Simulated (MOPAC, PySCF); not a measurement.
HF, SMILES `F`, neutral singlet in the gas phase. 

Z-matrix (Å, degrees):
```
F
H 1 0.9202
```
Charge 0, spin multiplicity 1.

All levels are single points at this geometry (M06-2X/def2-TZVP); Pople sets use spherical d functions. Orbital energies aren't observables, and empty levels follow the basis.

```tsv
level	HOMO (eV)	LUMO (eV)	gap (eV)	dipole (D)	vertical IE, Delta-SCF (eV)
B3LYP-D3(BJ)/def2-TZVP in PySCF	-11.32	0.32	11.64	1.93	16.24
M06-2X/def2-TZVP in PySCF	-13.97	1.39	15.36	1.95	16.14
B3LYP/3-21G in PySCF	-9.09	2.78	11.88	1.97	–
B3LYP/6-311+G** in PySCF	-11.54	0.07	11.61	1.98	–
BP86/6-31G* in PySCF	-8.33	1.46	9.79	1.82	–
SVWN5/6-31G* in PySCF	-8.28	1.31	9.59	1.87	16.10
HF/3-21G in PySCF	-16.29	7.31	23.60	2.16	–
HF/6-31G* in PySCF	-17.09	5.97	23.06	1.99	14.15
HF/STO-3G in PySCF	-12.63	17.02	29.65	1.29	–
AM1 in MOPAC	-13.98	5.57	19.55	1.76	–
PM3 in MOPAC	-16.19	3.77	19.96	1.38	–
PM6 in MOPAC	-15.92	4.56	20.48	1.36	–
PM7 in MOPAC	-15.74	4.48	20.22	1.49	–
```
